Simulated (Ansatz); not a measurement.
# CH2S: the cost of one run

All numbers are computed with Ansatz 0.2.0, driven from Python. Level of theory: PBE0+D4/cc-pVDZ.

## Step 1: Starting point

Bond lengths: C1–S2 1.633 Å, C1–H3 1.148 Å, C1–H4 1.104 Å. Angles: S2–C1–H3 124.5°, S2–C1–H4 120.5°, H3–C1–H4 114.4°.

The script holds or builds the structure itself.

## Step 2: Script

Input file dimer.py:

```python
"""Interaction energy of two CH2S molecules, with the counterpoise correction."""

import ansatz as az

BASIS_SET = "cc-pVDZ"
FUNCTIONAL = "PBE0"
VDW = "d4"

FIRST = [
    ("C", (-0.0813, -0.0731, -0.0287)),
    ("S", (1.3489, 0.477, 0.5364)),
    ("H", (-1.034, -0.1756, 0.6036)),
    ("H", (-0.2337, -0.2282, -1.1112)),
]
SECOND = [
    ("C", (-2.5117, -2.6563, 0.3665)),
    ("S", (-3.4643, -3.0598, -0.8974)),
    ("H", (-2.606, -1.6821, 0.9665)),
    ("H", (-1.8179, -3.3956, 0.8036)),
]

def energy(atoms, ghosts=()):
    molecule = az.Crystal.molecule()
    for symbol, xyz in atoms:
        molecule = molecule.atom(symbol, xyz)
    calc = (
        molecule.calculation()
        .basis(gaussian=BASIS_SET)
        .functional(FUNCTIONAL, dispersion=VDW)
    )
    deck = calc.input()
    if ghosts:
        deck = deck.set(az.key.basis.gaussian.ghost_atoms, [{"symbol": s, "position_ang": list(xyz)} for s, xyz in ghosts])
    return az.Session.from_dict(deck).plan().execute().report["free_energy_ev"]

# monomers in their own basis and in the basis of the dimer
both = energy(FIRST + SECOND)
alone = energy(FIRST) + energy(SECOND)
ghosted = energy(FIRST, SECOND) + energy(SECOND, FIRST)
print(f"dimer {both:.6f} eV")
print(f"interaction, uncorrected   {23.060548 * (both - alone):8.3f} kcal/mol")
print(f"interaction, counterpoise  {23.060548 * (both - ghosted):8.3f} kcal/mol")
print(f"basis-set superposition    {23.060548 * (alone - ghosted):8.3f} kcal/mol")
```

## Step 3: What the engine is handed

The package turns the script's settings into the engine's input (first run):

```yaml
crystal:
  periodic: [false, false, false]
  atoms:
    - { symbol: C, position_ang: [-0.0813, -0.0731, -0.0287] }
    - { symbol: S, position_ang: [1.3489, 0.477, 0.5364] }
    - { symbol: H, position_ang: [-1.034, -0.1756, 0.6036] }
    - { symbol: H, position_ang: [-0.2337, -0.2282, -1.1112] }
    - { symbol: C, position_ang: [-2.5117, -2.6563, 0.3665] }
    - { symbol: S, position_ang: [-3.4643, -3.0598, -0.8974] }
    - { symbol: H, position_ang: [-2.606, -1.6821, 0.9665] }
    - { symbol: H, position_ang: [-1.8179, -3.3956, 0.8036] }
basis:
  gaussian:
    orbitals: cc-pVDZ
hamiltonian:
  xc: pbe0
  dispersion: d4
```

## Step 4: Running it

Command:

```sh
$ python dimer.py
```

**Question.** How long does this script take on 1 thread of Arm Neoverse V2, shared host, and how much memory does it need?

About 6.6 s, with a peak of 0.21 GiB.
